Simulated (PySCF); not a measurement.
Values are calculated unless marked as measured or tabulated.
MgH2NO

MgH2NO is a small molecule (built as: end group NH), neutral, doublet. The structure, one conformer, was relaxed in the gas phase by PBE0-D3(BJ)/def2-SVP. No frequency run checks that it is a minimum.

SMILES: [NH][Mg][OH]

Coordinates in Å:
```
O1     -1.501   -0.563    0.778
Mg2    -0.014    0.016    0.032
N3      1.623    0.775   -0.652
H4     -2.279   -0.778    1.281
H5      2.196    0.512   -1.460
```

EPR values by unrestricted B3LYP, IGLO-III on N O, def2-TZVP-core on Mg, pcH-1 on H (-core: s and p functions uncontracted, three tight s functions added).

Question: Predict g and the largest hyperfine couplings. Where does the spin sit?

Answer: g = 2.0022, 2.0042, 2.0191. The spin sits on N3 (104 %, bonded to 1 Mg + 1 H) by Mulliken populations.
| atom | isotope | isotropic (MHz) | dipolar, principal values (MHz) |
| --- | --- | --- | --- |
| H5 | 1H | -56.2 | -51.3, -8.2, 59.5 |
| N3 | 14N | 24.5 | -41.4, -38.0, 79.4 |
| Mg2 | 25Mg | 14.9 | -1.3, 0.0, 1.3 |
| O1 | 17O | 2.1 | -0.6, 0.0, 0.5 |
| H4 | 1H | -0.8 | -0.9, -0.8, 1.7 |

Question: How do the isotropic couplings move with BHandHLYP?

Answer: H5 -56.2 to -63.4 MHz, N3 24.5 to 33.0 MHz, Mg2 14.9 to 15.8 MHz, O1 2.1 to 1.9 MHz.
